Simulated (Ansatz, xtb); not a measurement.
# Ranking isomers of FH3Si2

5 gas-phase structures of FH3Si2, found in a search over its isomers (lower ones may exist). Each was relaxed with GFN2-xTB; where two conformers were screened, the lower at r2SCAN-D4/def2-SVP is listed:

A. `F[SiH2][SiH]`, a singlet
B. a singlet given by its coordinates
C. `F[Si][SiH3]`, a singlet
D. `F[Si][SiH3]`, a triplet
E. `F[SiH2][SiH]`, a triplet

B (Å):

```yaml
atoms:
  - { symbol: F, position_ang: [-1.5215, 1.4942, -0.3035] }
  - { symbol: Si, position_ang: [-0.0072, -0.7832, 1.3446] }
  - { symbol: Si, position_ang: [-0.0162, 1.0883, 0.1712] }
  - { symbol: H, position_ang: [-0.6094, -1.9636, 0.6990] }
  - { symbol: H, position_ang: [0.3949, 2.4286, 0.5979] }
  - { symbol: H, position_ang: [1.3726, -1.2313, 1.6137] }
```

Close contacts (Å): F1–Si3 1.63, Si2–Si3 2.21, Si2–H4 1.47, Si2–H6 1.48, Si3–H5 1.47.

Problem. Estimate their order in r2SCAN-D4/def2-SVP energy at these geometries, lowest first.

Solution. Calculated order at r2SCAN-D4/def2-SVP: B (0.0), C (0.3), E (11.6), A (12.7), D (17.0) kcal/mol. Less than 1 kcal/mol parts B and C, so the order within that pair means little. CCSD(T)/def2-TZVPP after further relaxation puts C lowest instead.

Energies above the lowest of each column, in kcal/mol; the last columns are at r2SCAN-D4/def2-TZVP geometries and were run for some of them only (a dash: not run or not comparable):

```json
{"structure": "B", "GFN2-xTB": "7.7", "HF/STO-3G": "34.7", "r2SCAN-D4/def2-SVP": "0.0", "r2SCAN-D4/def2-TZVP": "0.0", "CCSD(T)/def2-TZVPP": "2.3"}
{"structure": "C", "GFN2-xTB": "0.0", "HF/STO-3G": "0.0", "r2SCAN-D4/def2-SVP": "0.3", "r2SCAN-D4/def2-TZVP": "1.4", "CCSD(T)/def2-TZVPP": "0.0"}
{"structure": "E", "GFN2-xTB": "–", "HF/STO-3G": "25.9", "r2SCAN-D4/def2-SVP": "11.6", "r2SCAN-D4/def2-TZVP": "11.9", "CCSD(T)/def2-TZVPP": "–"}
{"structure": "A", "GFN2-xTB": "0.6", "HF/STO-3G": "23.5", "r2SCAN-D4/def2-SVP": "12.7", "r2SCAN-D4/def2-TZVP": "6.9", "CCSD(T)/def2-TZVPP": "5.0"}
{"structure": "D", "GFN2-xTB": "–", "HF/STO-3G": "24.6", "r2SCAN-D4/def2-SVP": "17.0", "r2SCAN-D4/def2-TZVP": "–", "CCSD(T)/def2-TZVPP": "–"}
```

CCSD(T)/def2-TZVPP puts C lowest of those it was run on; r2SCAN-D4/def2-SVP picks B, r2SCAN-D4/def2-TZVP picks B. CCSD(T)/def2-TZVPP orders those it was run on as C (0.0), B (2.3), A (5.0) kcal/mol. Flexible structures stand in one conformer each, not always the lowest. Frequencies (r2SCAN-D4/def2-TZVP) were run for A, B, C alone. GFN2-xTB has no spin polarisation and isn't compared across spin states. Open shells are spin-unrestricted.

Programs: Ansatz 0.2.0, xtb 6.7.1.
